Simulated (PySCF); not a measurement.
A species of formula C4H5P has this rotational fingerprint, computed with PBE0-D3(BJ)/def2-SVP geometry optimisation, gas phase (PySCF):

- Rotational constants: A = 7362, B = 5062, C = 3066 MHz
- Dipole components: |μa| = 0.50 D, |μb| = 0.00 D, |μc| = 0.53 D
- Inertial defect: -3.68 u·Å²
- κ: -0.07

Question: Which candidate fits, each taken in the one conformer that was computed?
A. `[CH2:1]=[CH:2][P:3]1[CH:4]=[CH:5]1` with C1–C2–P3–C4 -159°
B. `c1cc[pH]c1`

Answer: B. It is c1cc[pH]c1, an asymmetric top, point group Cs. The candidates at the same level (rigid rotor, commonest isotopes):

```
    SMILES  A (MHz)  B (MHz)  C (MHz)  μa (D)  μb (D)  μc (D)  Δ (u·Å²)  point group                        rotor
c1cc[pH]c1     7362     5062     3066    0.50    0.00    0.53     -3.68           Cs               asymmetric top
 C=CP1C=C1    12672     2587     2463    0.38    1.38    0.00    -29.99           Cs  near-prolate asymmetric top
```

`C=CP1C=C1` has A 72 % too high. In the right answer the mirror of this Cs structure is the ac plane, so μb vanishes by symmetry. No structure here is proved a minimum.
